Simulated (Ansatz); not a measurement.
# BH (SMILES [BH]): levels of theory compared

We compute a comparison of 6 runs (HF/3-21G, HF/ANO-R1, B3LYP/6-31G*, PBE0/def2-SVP, MP2/def2-SVPD, MP2/pcseg-2) of BH. 

The results are computed with Ansatz 0.2.0.

7 further runs of the same task are left out: 4 for a known fault of the program, 3 set aside as unsound or not needed.

**1. The structure to begin with**

BH: 2 atoms, total charge 0, spin state singlet. SMILES: `[BH]`. Geometry: the measured bond length.

Bond lengths: B1–H2 1.232 Å.

**2. Energy and gradient at HF/3-21G (run 1)**

File input.yaml:

```yaml
basis:
  gaussian:
    orbitals: 3-21G.json
crystal:
  periodic: [false, false, false]
  atoms:
    - {symbol: B, position_ang: [0.000000, 0.000000, 0.000000]}
    - {symbol: H, position_ang: [0.000000, 0.000000, 1.232400]}
hamiltonian:
  xc: hf
accuracy: high
output: {forces: true, orbitals: {seedname: orbitals}}
```

The basis set 3-21G is read from a file made from the Basis Set Exchange's data (not shown).

The run is started by

```sh
$ ansatz run input.yaml --threads 1 --pin off --max-ram 2610MiB --events-out events.jsonl --progress --plain --runs-dir runs
```

What it wrote:

```text
Warning: RAYON_NUM_THREADS=1 ignored (pool sized by the plan → 1); use --threads N
Functional definition: HF
  name "HF"
  exchange = exact_x
  correlation = 0
210 factors; integrals over basis functions are off by at most 2.8e-9 eV
mean field evaluation 1: about -679.4178 eV, gradient 6.4e0 eV
mean field evaluation 2: about -679.4145 eV, gradient 6.4e0 eV
mean field evaluation 4: about -679.6529 eV, gradient 3.2e-1 eV
mean field evaluation 8: about -679.6533 eV, gradient 5.7e-5 eV
mean field -679.65328960 eV, -24.9767977071 hartree, gradient 1.0e-8 eV, S^2 0.000000; 0 other end points of the search recorded, 0 dependent functions left out
the calculation of the forces begins
reference -679.65328960 eV, -24.9767977071 hartree; 3, 3 occupied and 8, 8 virtual orbitals, 210 factors
Total energy: -679.65328960 eV, -24.9767977071 hartree
Atom 0 at     0.000000     0.000000     0.000000 Å, force     0.000000    -0.000000     0.075943 eV/Å
Atom 1 at     0.000000     0.000000     1.232400 Å, force    -0.000000     0.000000    -0.075943 eV/Å
Dipole moment:    -0.000000    -0.000000     0.329880 e Å
```

Wall time 0.06 s (1 thread of Arm Neoverse V2, shared host).

**3. Energy and forces at HF/ANO-R1 (sfX2C, density fitting with cc-pVTZ-jkfit) (run 2)**

File job.yaml:

```yaml
crystal:
  periodic: [false, false, false]
  atoms:
    - {symbol: B, position_ang: [0.000000, 0.000000, 0.000000]}
    - {symbol: H, position_ang: [0.000000, 0.000000, 1.232400]}
basis:
  gaussian:
    orbitals: ANO-R1.json
    fitting: {mean_field: cc-pVTZ-jkfit}
hamiltonian:
  xc: hf
accuracy: high
scf:
  lower_state_search: standard
output: {forces: true, orbitals: {seedname: orbitals}}
```

The basis set ANO-R1 is read from a file made from the Basis Set Exchange's data (not shown).

The run is started by

```sh
$ ansatz run job.yaml --threads 1 --pin off --max-ram 2610MiB --events-out events.jsonl --progress --plain --runs-dir runs
```

What it wrote:

```text
Warning: RAYON_NUM_THREADS=1 ignored (pool sized by the plan → 1); use --threads N
Functional definition: HF
  name "HF"
  exchange = exact_x
  correlation = 0
109 factors; integrals over basis functions are off by at most 2.6e-2 eV
mean field evaluation 1: about -683.5611 eV, gradient 7.5e0 eV
mean field evaluation 2: about -683.8987 eV, gradient 2.4e0 eV
mean field evaluation 4: about -683.9490 eV, gradient 8.6e-2 eV
mean field -683.94907313 eV, -25.1346648402 hartree, gradient 9.9e-9 eV, S^2 0.000000; 0 other end points of the search recorded, 0 dependent functions left out
the calculation of the forces begins
reference -683.94907313 eV, -25.1346648402 hartree; 3, 3 occupied and 16, 16 virtual orbitals, 109 factors
Total energy: -683.94907313 eV, -25.1346648402 hartree
Relativity: scalar
Atom 0 at     0.000000     0.000000     0.000000 Å, force     0.000000    -0.000000     0.164603 eV/Å
Atom 1 at     0.000000     0.000000     1.232400 Å, force    -0.000000     0.000000    -0.164603 eV/Å
Dipole moment:     0.000000    -0.000000     0.390498 e Å
```

It took 0.06 s on 1 thread of Arm Neoverse V2, shared host.

Run 3 isn't shown in full; the table further down has it.

**4. Energy and forces at PBE0/def2-SVP (run 4)**

File molecule.yaml:

```yaml
crystal:
  periodic: [false, false, false]
  atoms:
    - {symbol: B, position_ang: [0.000000, 0.000000, 0.000000]}
    - {symbol: H, position_ang: [0.000000, 0.000000, 1.232400]}
basis:
  gaussian:
    orbitals: def2-SVP
output: {forces: true, orbitals: {seedname: orbitals}}
hamiltonian:
  xc: {name: PBE0}
accuracy: high
```

The run is started by

```sh
$ ansatz run molecule.yaml --threads 1 --pin off --max-ram 2610MiB --events-out events.jsonl --progress --plain --runs-dir runs
```

What it wrote, shortened:

```text
Warning: RAYON_NUM_THREADS=1 ignored (pool sized by the plan → 1); use --threads N
Functional definition: PBE0
  name "PBE0"
[...]
341 factors; integrals over basis functions are off by at most 3.3e-9 eV
[...]
mean field -686.20549531 eV, -25.2175868259 hartree, gradient 2.3e-8 eV, S^2 0.000000; 0 other end points of the search recorded, 0 dependent functions left out
[...]
reference -686.20549685 eV, -25.2175868826 hartree; 3, 3 occupied and 16, 16 virtual orbitals, 341 factors
Total energy: -686.20549685 eV, -25.2175868826 hartree
Atom 0 at     0.000000     0.000000     0.000000 Å, force    -0.000000     0.000000    -0.396746 eV/Å
Atom 1 at     0.000000     0.000000     1.232400 Å, force     0.000000    -0.000000     0.396746 eV/Å
Dipole moment:     0.000000     0.000000     0.345782 e Å
```

It took 0.32 s on 1 thread of Arm Neoverse V2, shared host.

Run 5 isn't shown in full; the table further down has it.

**5. Energy and gradient at MP2/pcseg-2 (run 6)**

File run.yaml:

```yaml
crystal:
  periodic: [false, false, false]
  atoms:
    - {symbol: B, position_ang: [0.000000, 0.000000, 0.000000]}
    - {symbol: H, position_ang: [0.000000, 0.000000, 1.232400]}
basis:
  gaussian:
    orbitals: pcseg-2
correlation:
  method: mp2
  frozen_orbitals: {B: 1, H: 0}
accuracy: high
output: {forces: true, orbitals: {seedname: orbitals}}
```

The run is started by

```sh
$ ansatz run run.yaml --threads 1 --pin off --max-ram 2610MiB --events-out events.jsonl --progress --plain --runs-dir runs
```

What it wrote, shortened:

```text
Warning: RAYON_NUM_THREADS=1 ignored (pool sized by the plan → 1); use --threads N
Functional definition: HF
  name "HF"
[...]
583 factors; integrals over basis functions are off by at most 3.0e-9 eV
[...]
mean field -683.77054351 eV, -25.1281039975 hartree, gradient 1.5e-8 eV, S^2 0.000000; 0 other end points of the search recorded, 0 dependent functions left out; unrestricted orbitals would lower it
[...]
1 core orbitals not correlated: weight in the atoms' cores, before any rotation towards them, 1.000 or more for the frozen orbitals, at most 0.000 for the correlated occupied ones
reference -683.77054351 eV, -25.1281039975 hartree; 2, 2 occupied and 41, 41 virtual orbitals, 583 factors
second order -1.93542194 eV of doubles, -0.00000000 eV of singles
[...]
Total energy: -685.70596545 eV, -25.1992294420 hartree
Atom 0 at     0.000000     0.000000     0.000000 Å, force     0.000000    -0.000000     0.187549 eV/Å
Atom 1 at     0.000000     0.000000     1.232400 Å, force    -0.000000     0.000000    -0.187549 eV/Å
Dipole moment:    -0.000000     0.000000     0.331099 e Å
```

Run time: 0.26 s. Hardware: 1 thread of Arm Neoverse V2, shared host.

**6. Overview of the runs**

| run | level | lower state search | Cartesian functions | energy (Eh) | dipole moment (D) | HOMO energy (eV) | LUMO energy (eV) | wall time |
| --- | --- | --- | --- | --- | --- | --- | --- | --- |
| 1 | HF/3-21G | default | no | -24.976798 | 1.58 | -9.24 | 1.89 | 0.06 s |
| 2 | HF/ANO-R1 (sfX2C, density fitting with cc-pVTZ-jkfit) | standard | no | -25.134665 | 1.88 | -9.37 | 1.57 | 0.06 s |
| 3 | B3LYP/6-31G* (Cartesian functions) | default | yes | -25.287836 | 1.32 | -6.07 | -2.03 | 0.32 s |
| 4 | PBE0/def2-SVP | default | no | -25.217587 | 1.66 | -6.58 | -2.30 | 0.32 s |
| 5 | MP2/def2-SVPD | default | no | -25.161763 | 1.65 | -9.41 | 1.47 | 0.16 s |
| 6 | MP2/pcseg-2 | default | no | -25.199229 | 1.59 | -9.45 | 1.10 | 0.26 s |

**7. Results**

| quantity | value |
| --- | --- |
| run 6: total energy | -25.19923 Eh |
| run 6: dipole moment (correlated density) | 1.59 D |
| run 6: HOMO energy (Hartree–Fock orbitals) | -9.45 eV |
| run 6: LUMO energy (Hartree–Fock orbitals) | 1.10 eV |
| run 6: HOMO–LUMO gap (Hartree–Fock orbitals) | 10.55 eV |
| run 6: correlation energy (1 core orbital frozen) | -71.1 mEh |
| run 6: largest force on an atom | 0.188 eV/Å |

What this shows: The dipole moment (its size) runs from 1.32 D (B3LYP/6-31G*) to 1.88 D (HF/ANO-R1). The two ends differ in method and basis and Hamiltonian. Over runs 1, 2, 3, 4 the HOMO–LUMO gap runs from 4.04 eV (B3LYP/6-31G*) to 11.13 eV (HF/3-21G). The two ends differ in method and basis. Totals of different functionals can't be ranked against each other. In runs 5, 6 the log says that unrestricted orbitals would lower the reference, so the values rest on an unstable closed-shell determinant (other closed-shell runs at this shape may share the fault). All runs together took 1.2 s, the longest 0.32 s.
